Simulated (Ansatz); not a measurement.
# C2H5O: the cost of one run

Computed with Ansatz 0.2.0, Gaussian basis. Level: single points in def2-TZVPPD.

Cores are frozen in the correlated methods.

### 1 The system as given

8 atoms, charge -1, spin multiplicity 1.

Atoms are counted from 1 here; the program's logs count them from 0.

Bond lengths: C1–O2 1.538 Å, C1–H4 1.125 Å, C1–H5 1.123 Å, O2–C3 1.397 Å, C3–H6 1.139 Å, C3–H7 1.101 Å, C3–H8 1.100 Å. Angles: O2–C1–H4 102.9°, O2–C1–H5 101.9°, H4–C1–H5 105.0°, C1–O2–C3 110.9°, O2–C3–H6 116.7°, O2–C3–H7 110.5°, O2–C3–H8 112.2°, H6–C3–H7 104.5°, H6–C3–H8 106.1°, H7–C3–H8 106.0°.

As a file:

```
C    -1.0468    0.7547   -0.4267
O     0.2454   -0.0439   -0.6645
C     0.7418   -0.5569    0.5363
H    -1.8393    0.0847   -0.8614
H    -0.9390    1.5932   -1.1654
H     0.8599    0.1786    1.3980
H     1.7502   -0.9744    0.3891
H     0.1252   -1.3819    0.9224
```

### 2 PBE-D4/def2-TZVPPD

Contents of run/in.yaml:

```yaml
crystal:
  periodic: [false, false, false]
  atoms:
    - {symbol: C, position_ang: [-1.046789, 0.754731, -0.426729]}
    - {symbol: O, position_ang: [0.245389, -0.043862, -0.664484]}
    - {symbol: C, position_ang: [0.741790, -0.556916, 0.536328]}
    - {symbol: H, position_ang: [-1.839325, 0.084715, -0.861426]}
    - {symbol: H, position_ang: [-0.939013, 1.593184, -1.165408]}
    - {symbol: H, position_ang: [0.859894, 0.178591, 1.397970]}
    - {symbol: H, position_ang: [1.750221, -0.974384, 0.389105]}
    - {symbol: H, position_ang: [0.125210, -1.381872, 0.922416]}
basis:
  gaussian: {orbitals: "def2-TZVPPD.json"}
total_charge: -1
hamiltonian: {xc: pbe, dispersion: d4}
output: {forces: true}
```

The basis file named in the input lies beside it (Basis Set Exchange, JSON).

On the command line:

```
> ansatz run in.yaml --threads 2 --pin off --events-out ev --progress --plain --max-ram 3481MiB
```

Q: Estimate wall time and peak memory on 2 threads of Arm Neoverse V2, shared host.

About 2.3 s, with a peak of 0.17 GiB.
